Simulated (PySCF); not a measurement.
CH2O. Atoms are numbered in the order given.

```xyz
4

C      0.0000     0.0000    -0.5246
O      0.0000     0.0000     0.6712
H      0.0000     0.9404    -1.1112
H      0.0000    -0.9404    -1.1112
```
Charge 0, spin multiplicity 1.

Geometry optimised at PBE0-D3(BJ)/def2-TZVPD.

The numbers are results of HF/def2-TZVPD (PySCF), not measurements.

The total energy is -113.91756 hartree and the point group comes out as C2v. The highest occupied level is -12.02 eV and the lowest empty level is 1.80 eV. The orbital gap comes out as 13.82 eV. The dipole moment is 2.79 D and the quadrupole, principal values (traceless, Buckingham form, about the centre of nuclear charge) comes out as -0.53, 0.04, 0.50 D·Å. The mean static polarisability is 16.6 bohr³ (2.46 Å³) and the polarisability, principal values is 12.3, 16.5, 21.1 bohr³.
